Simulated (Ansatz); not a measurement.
```yaml
crystal:
  periodic: [false, false, false]
  atoms:
    - {symbol: Fe, position_ang: [0.419931, 0.002605, -0.022228]}
    - {symbol: O, position_ang: [1.942470, 0.012050, -0.102818]}
    - {symbol: Cl, position_ang: [-0.779085, 1.598863, 0.038812]}
    - {symbol: Cl, position_ang: [-0.758990, -1.608404, 0.042601]}
basis:
  gaussian: {orbitals: def2-TZVP}
magnetization: {spin_polarized: true, initial_magnetization: 2}
hamiltonian: {xc: pbe0}
relax: {f_tol: 0.004, max_steps: 80}
```

```sh
$ ansatz run in.yaml --threads 1 --pin off --events-out ev --progress --plain --max-ram 2176MiB
```

Steps of the relaxation (energy above the last step; positions in Å, forces in eV/Å):

```
4
step 1, 220.3 meV
Fe    0.420    0.003   -0.022    0.549    0.003   -0.029
O     1.942    0.012   -0.103    0.645    0.004   -0.034
Cl   -0.779    1.599    0.039   -0.607    1.567    0.030
Cl   -0.759   -1.608    0.043   -0.587   -1.574    0.033
```

```
4
step 2, 20.3 meV
Fe    0.379    0.002   -0.020   -0.620   -0.004    0.033
O     1.907    0.012   -0.101    0.232    0.001   -0.012
Cl   -0.742    1.754    0.037    0.194   -0.036   -0.010
Cl   -0.720   -1.763    0.041    0.194    0.038   -0.010
```

```
4
step 3, 2.4 meV
Fe    0.338    0.002   -0.018   -0.334   -0.002    0.018
O     1.869    0.012   -0.099    0.172    0.001   -0.009
Cl   -0.702    1.800    0.034    0.082   -0.066   -0.004
Cl   -0.680   -1.808    0.039    0.081    0.067   -0.004
```

```
4
step 5, 0.1 meV
Fe    0.316    0.002   -0.017   -0.009    0.000    0.000
O     1.853    0.011   -0.098    0.002    0.000    0.000
Cl   -0.684    1.818    0.033    0.003   -0.022    0.000
Cl   -0.661   -1.826    0.038    0.003    0.022    0.000
```

```
4
step 7, 0.0 meV
Fe    0.319    0.002   -0.017    0.001    0.000    0.000
O     1.855    0.012   -0.098    0.000    0.000    0.000
Cl   -0.686    1.813    0.034    0.000    0.000    0.000
Cl   -0.664   -1.821    0.038    0.000    0.000    0.000
```

Close pairs at the end: Fe1–O2 1.538 Å, Fe1–Cl3 2.072 Å, Fe1–Cl4 2.072 Å.

A stationary point of unrestricted PBE0 after 7 steps, with ⟨S²⟩ = 2.162 against 2.00 for a pure state; no frequencies were run, so it isn't proven a minimum. 5.8 min on 1 thread of Arm Neoverse V2, shared host.
